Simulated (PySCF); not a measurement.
Species: isoyanoacetylene, C3HN.
Structure used (PBE0-D3(BJ)/def2-TZVP), in Å, numbered top down from 1:
```xyz
5
C3HN angstrom
C      2.1526    0.0410   -1.0890
N      1.1080    0.0180   -0.5500
C     -0.0502   -0.0075    0.0472
C     -1.1154   -0.0331    0.5980
H     -2.0615   -0.0524    1.0848
```

Computed with PySCF at wB97X-D/pcSseg-2, non-relativistic, on one gas-phase PBE0-D3(BJ)/def2-TZVP geometry that isn't relaxed in the solvent. The solvent is an IEF-PCM continuum (cavity from Bondi-type radii × 1.2). Only the electrostatic response of the medium enters.

Gas phase at wB97X-D/pcSseg-2: HOMO -10.53 eV, LUMO 0.41 eV, dipole 2.87 D.

**Question.** What does the continuum do to the energy, the frontier levels and the dipole at wB97X-D/pcSseg-2 in chloroform?

**Answer.** 
```
   solvent      ε  E(solvent) − E(gas) (kcal/mol)  polarisation term (kcal/mol)  distortion of the solute (kcal/mol)  HOMO (eV)  LUMO (eV)  dipole (D)
chloroform  4.711                           -2.34                         -2.66                                 0.32     -10.42       0.45        3.51
```

The polarisation term is half the interaction of the solute with the surface charges that it induces; the rest is the cost of distorting the solute's density. The sum is the electrostatic part of solvation alone.

**Question.** Which radius a makes the point-dipole formula ΔE = −[(ε − 1)/(2ε + 1)]·μ²/a³ give the value in chloroform, with the gas-phase dipole?

**Answer.** μ = 1.131 au and |ΔE| = 0.00372 Eh give a = 2.63 Å; the farthest nucleus lies 2.42 Å from the centroid of the nuclei. The formula assumes a rigid point dipole at the centre of a sphere.

**Question.** Give the dipole vector in the frame of the coordinates (D, pointing from negative to positive charge), gas and chloroform.

**Answer.** Gas (-2.55, -0.05, 1.32), solvent (-3.12, -0.07, 1.61). Its length changes by +22 % and its direction by less than 1°.

On one thread of an Arm Neoverse V1, shared host with 32 logical CPUs at a one-minute load of 18, this took 6.9 s of wall time and 0.62 GiB of memory at its peak. This is the whole shielding run at wB97X-D/pcSseg-2 in chloroform, SCF included.

The pairwise dispersion term of wB97X-D wasn't added to the energies; at a given geometry it leaves orbitals and properties as they are.
